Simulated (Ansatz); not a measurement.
**BH2F (SMILES BF) at HF/3-21G**

Aim: the vertical ionisation energy of BH2F at HF/3-21G, from 2 runs. 

The calculation is run with Ansatz 0.2.0.

48 further runs of the same task are left out: 48 set aside as unsound or not needed.

## (1) The molecule

BH2F: 4 atoms, total charge 0, spin state singlet. SMILES: `BF`. Geometry: relaxed at PBE0-D4/def2-TZVP.

Bond lengths: B1–F2 1.317 Å, B1–H3 1.197 Å, B1–H4 1.198 Å. Angles: F2–B1–H3 117.8°, F2–B1–H4 117.8°, H3–B1–H4 124.4°.

## (2) A single-point energy at HF/3-21G

input.yaml reads:

```yaml
crystal:
  periodic: [false, false, false]
  atoms:
    - {symbol: B, position_ang: [-0.027300, -0.004000, -0.030800]}
    - {symbol: F, position_ang: [1.061200, -0.296700, 0.649900]}
    - {symbol: H, position_ang: [-1.012500, -0.649100, 0.186200]}
    - {symbol: H, position_ang: [0.034200, 0.889600, -0.825600]}
basis:
  gaussian: {orbitals: 3-21G.json}
output: {orbitals: {seedname: orbitals}}
accuracy: high
hamiltonian: {xc: hf}
```

The basis set 3-21G is read from a file made from the Basis Set Exchange's data (not shown).

On the command line:

```sh
$ ansatz run input.yaml --threads 1 --pin off --max-ram 3480MiB --events-out events.jsonl --progress --plain --runs-dir runs
```

The log of the run:

```text
Warning: RAYON_NUM_THREADS=1 ignored (pool sized by the plan → 1); use --threads N
Functional definition: HF
  name "HF"
  exchange = exact_x
  correlation = 0
431 factors; integrals over basis functions are off by at most 4.1e-9 eV
mean field evaluation 1: about -3390.8872 eV, gradient 2.0e1 eV
mean field evaluation 2: about -3390.8802 eV, gradient 2.0e1 eV
mean field evaluation 4: about -3391.7731 eV, gradient 1.4e0 eV
mean field evaluation 8: about -3391.7807 eV, gradient 2.4e-4 eV
mean field -3391.78074932 eV, -124.6456435060 hartree, gradient 1.9e-8 eV, S^2 0.000000; 0 other end points of the search recorded, 0 dependent functions left out
reference -3391.78074932 eV, -124.6456435060 hartree; 8, 8 occupied and 14, 14 virtual orbitals, 431 factors
Total energy: -3391.78074932 eV, -124.6456435060 hartree
```

Wall time 0.1 s (1 thread of Arm Neoverse V1, shared host).

## (3) The doublet cation

in.yaml reads:

```yaml
crystal:
  periodic: [false, false, false]
  atoms:
    - {symbol: B, position_ang: [-0.027300, -0.004000, -0.030800]}
    - {symbol: F, position_ang: [1.061200, -0.296700, 0.649900]}
    - {symbol: H, position_ang: [-1.012500, -0.649100, 0.186200]}
    - {symbol: H, position_ang: [0.034200, 0.889600, -0.825600]}
basis:
  gaussian: {orbitals: 3-21G.json}
total_charge: 1
magnetization: {spin_polarized: true, initial_magnetization: 1}
hamiltonian: {xc: hf}
accuracy: high
output: {orbitals: {seedname: orbitals}}
```

The basis set 3-21G is read from a file made from the Basis Set Exchange's data (not shown).

On the command line:

```sh
$ ansatz run in.yaml --threads 1 --pin off --max-ram 3480MiB --events-out events.jsonl --progress --plain --runs-dir runs
```

The log of the run:

```text
Warning: RAYON_NUM_THREADS=1 ignored (pool sized by the plan → 1); use --threads N
[... 4 set-up lines as earlier in the session ...]
431 factors; integrals over basis functions are off by at most 4.1e-9 eV
mean field evaluation 1: about -3373.6270 eV, gradient 4.1e1 eV
mean field evaluation 2: about -3373.6192 eV, gradient 4.1e1 eV
mean field evaluation 4: about -3379.3108 eV, gradient 2.2e0 eV
mean field evaluation 8: about -3379.3639 eV, gradient 1.8e-1 eV
mean field evaluation 16: about -3379.3657 eV, gradient 2.6e-8 eV
mean field evaluation 32: about -3379.3596 eV, gradient 7.5e-1 eV
mean field -3379.36574936 eV, -124.1894006725 hartree, gradient 2.6e-8 eV, S^2 0.778528; 0 other end points of the search recorded, 0 dependent functions left out
reference -3379.36574936 eV, -124.1894006725 hartree; 8, 7 occupied and 14, 15 virtual orbitals, 431 factors
Total energy: -3379.36574936 eV, -124.1894006725 hartree
```

Wall time 0.14 s (1 thread of Arm Neoverse V1, shared host).

## (4) Outcome

Level: HF/3-21G.

```
                                          quantity          value
                        singlet BH2F: total energy  -124.64564 Eh
                         singlet BH2F: HOMO energy      -13.14 eV
                         singlet BH2F: LUMO energy        3.03 eV
                       singlet BH2F: HOMO–LUMO gap       16.18 eV
                      doublet cation: total energy  -124.18940 Eh
doublet cation: HOMO energy (highest over α and β)      -24.72 eV
 doublet cation: LUMO energy (lowest over α and β)      -11.70 eV
                              doublet cation: ⟨S²⟩          0.779
vertical ionisation energy (to the doublet cation)      12.415 eV
```

What this shows: The vertical ionisation energy comes to 12.41 eV (1198 kJ/mol). −ε(HOMO) before ionisation, 13.14 eV, is 0.73 eV above this ionisation energy.
